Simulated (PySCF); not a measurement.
Species: C5H8N (doublet state).
Z-matrix (Å and degrees, GFN2-xTB geometry), rows numbered from 1:
```
C 
N   1  1.4207
C   2  1.3070  1  121.42
C   3  1.3684  2  129.52  1    -0.97
C   4  1.4600  3  151.04  2    -2.40
C   4  1.4595  3  146.25  2  -177.09
H   1  1.0951  2  115.40  3   -10.07
H   1  1.0930  2  107.68  3  -133.02
H   1  1.0947  2  108.05  3   112.14
H   3  1.0879  2  113.66  1   179.48
H   5  1.0837  4  118.97  6   107.73
H   5  1.0837  4  119.20  6  -107.39
H   6  1.0828  4  118.86  5   107.62
H   6  1.0827  4  118.90  5  -107.82
```

The hyperfine couplings belong to this conformer and change with its torsions.

As a line formula: `C/N=C\[C]1CC1` [radical].

Method: UKS B3LYP, pcH-1 on C H N, non-relativistic, mean-field spin-orbit, GIAO in PySCF. One conformer (not necessarily the lowest) at the GFN2-xTB geometry, without solvent, vibrations or thermal averaging. A GFN2-xTB geometry isn't a minimum of the functional, and hyperfine couplings can be far from their values at a DFT geometry. The SCF solution wasn't tested for stability. ⟨S²⟩ is 0.775 where a pure state has 0.75.

(1) Predict the first-order ENDOR lines of C4, C3, C6, C1, C5, N2, H13/H14, H11/H12, H7/H8/H9 and H10 under fast tumbling at B = 1216.1 mT (Q band).

(2) Which pairs are centred on the nuclear Larmor frequency, and which on half the coupling?

(3) At what field would the lower line of H10 fall to zero frequency?

Results:

(1) ν± = |νn ± a/2|, one line for each electron-spin manifold; νn = |g_N| × 7.62259 MHz/T × B.

```tsv
nuclei	isotope	g_N	νn (MHz)	a_iso (MHz)	lower line (MHz)	upper line (MHz)
C4	13C	1.4048	13.02	64.45	19.20	45.25
C3	13C	1.4048	13.02	-45.74	9.85	35.89
C6	13C	1.4048	13.02	-20.00	3.02	23.02
C1	13C	1.4048	13.02	-19.72	3.16	22.88
C5	13C	1.4048	13.02	-19.24	3.40	22.64
N2	14N	0.4038	3.74	20.93	6.72	14.21
H13/H14	1H	5.5857	51.78	61.28	21.14	82.42
H11/H12	1H	5.5857	51.78	59.00	22.28	81.28
H7/H8/H9	1H	5.5857	51.78	44.92	29.32	74.24
H10	1H	5.5857	51.78	8.68	47.44	56.12
```

The rows for 13C, of low natural abundance, apply to labelled samples.

(2) Centred on νn, since |a| < 2νn: C6, C1, C5, H13/H14, H11/H12, H7/H8/H9 and H10. Centred on |a|/2 and split by 2νn: C4, C3 and N2.

(3) Where νn = |a|/2, that is B = 4.34 MHz/(5.5857 × 7.62259 MHz/T) = 102 mT, as far as first order holds there.

Class means assume fast exchange of nuclei equivalent by connectivity; if that motion is slow, each nucleus keeps its own coupling. C5 and C6, with what hangs on them, aren't averaged: C4 is flat or nearly so (angle sum 360°), and its turn about the short C4–C3 bond (1.37 Å) is taken as slow. The three 1H nuclei of mean +44.9 MHz run from 1.8 to 79.3 MHz in the frozen geometry.

The largest Mulliken spin populations are on C4 (+0.66), N2 (+0.53) and C3 (-0.22). The angles at C4 add up to 359.9°, so it is planar.

The run took 39 s of wall time (grids of density and orbitals included) on one thread of an Arm Neoverse V1, no GPU, shared host, and the process peaked at 0.88 GiB of memory.
